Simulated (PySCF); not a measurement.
Compound: acetylene, C₂H₂.
InChI=1S/C2H2/c1-2/h1-2H

The calculation used PySCF, BHandHLYP/def2-TZVP geometry optimisation, gas phase.

Masses are those of the commonest isotopes; rigid-rotor values at the optimised geometry. 

Q: What are the moment of inertia and the rotational constant?

A: I = 13.920 u·Å², B = 505379 MHz·u·Å²/I = 36307 MHz (1.2111 cm⁻¹, or 1.742 K as hB/k).

Q: List the first levels of a rigid rotor in a Σ state.

A: E(J) = BJ(J+1): J = 1: 2.422, J = 2: 7.266, J = 3: 14.533, J = 4: 24.221, J = 5: 36.332, J = 6: 50.865 cm⁻¹.

Q: Has it a pure rotational spectrum?

A: Not by electric dipole: D∞h allows no dipole (computed 0.00 D). Rotational Raman lines (ΔJ = 2) lie at B(4J + 6), spaced by 4B = 4.844 cm⁻¹, with nuclear-spin weights that differ between even and odd J.

Q: Estimate the classical rotational partition function at 50 K, 100 K and 500 K.

A: Point group D∞h, symmetry number σ = 2; q = kT/(σhB), k/h = 20836.6 MHz/K: 14.3 at 50 K, 28.7 at 100 K, 143 at 500 K.

BHandHLYP/def2-TZVP frequencies: not computed here. Constants of a rigid frame at the computed geometry: no zero-point averaging, no centrifugal distortion.

Time: 2.9 s of wall time; peak memory 0.28 GiB. Hardware: AMD EPYC 7R13, one thread (shared host). These figures are those of the optimisation.
